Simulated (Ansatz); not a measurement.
# [OH···H···CH3], doublet: transfer scan

Starting geometry:

```xyz
7

O    -1.2076   -0.0283    0.0000
H    -1.4569    0.8983    0.0000
H    -0.2481   -0.0283    0.0000
C     1.3994   -0.0283    0.0000
H     1.3994   -1.1083    0.0000
H     1.3994    0.5118    0.9353
H     1.3994    0.5118   -0.9353
```

From there H3 is moved from one fragment to the other while all else, the fragments' distance too, stays fixed; atoms are numbered as listed. Energies are in kJ/mol, counted from the starting geometry at the same level. Kohn–Sham curves are unrestricted where that lies lower.

Basis cc-pVDZ; Ansatz 0.2.0. Correlated methods freeze the noble-gas cores. R marks a restricted (for open shells ROHF) determinant, U an unrestricted one.

In so small a basis the reference is far from its limit while semilocal and hybrid functionals are nearer theirs (RPA and double hybrids share much of the reference's basis error), so the functionals' errors here hold much of the reference's basis and frozen-core error, which can add to them or hide them.

Full CI isn't at hand for all of this; UCCSDT(Q) serves as the reference, and is uncertain by about the last step of the cluster series.

```json
{"distance O1-H3 (Å)": "0.960", "UCCSDT(Q)": "0.0", "PBE": "0.0", "revPBE": "0.0", "r2SCAN": "0.0", "PBE0": "0.0", "B3LYP": "0.0", "wB97M-V": "0.0", "B2PLYP": "0.0", "RPA-PBE": "0.0"}
{"distance O1-H3 (Å)": "1.039", "UCCSDT(Q)": "11.1", "PBE": "-0.1", "revPBE": "0.5", "r2SCAN": "4.8", "PBE0": "6.6", "B3LYP": "5.6", "wB97M-V": "8.6", "B2PLYP": "8.7", "RPA-PBE": "8.0"}
{"distance O1-H3 (Å)": "1.198", "UCCSDT(Q)": "64.9", "PBE": "29.8", "revPBE": "31.1", "r2SCAN": "44.1", "PBE0": "48.7", "B3LYP": "45.3", "wB97M-V": "56.0", "B2PLYP": "56.1", "RPA-PBE": "50.5"}
{"distance O1-H3 (Å)": "1.358", "UCCSDT(Q)": "101.5", "PBE": "57.4", "revPBE": "58.3", "r2SCAN": "75.2", "PBE0": "78.9", "B3LYP": "74.0", "wB97M-V": "88.3", "B2PLYP": "89.5", "RPA-PBE": "77.7"}
{"distance O1-H3 (Å)": "1.517", "UCCSDT(Q)": "120.6", "PBE": "90.4", "revPBE": "90.0", "r2SCAN": "103.3", "PBE0": "103.8", "B3LYP": "99.1", "wB97M-V": "108.6", "B2PLYP": "112.0", "RPA-PBE": "100.9"}
```
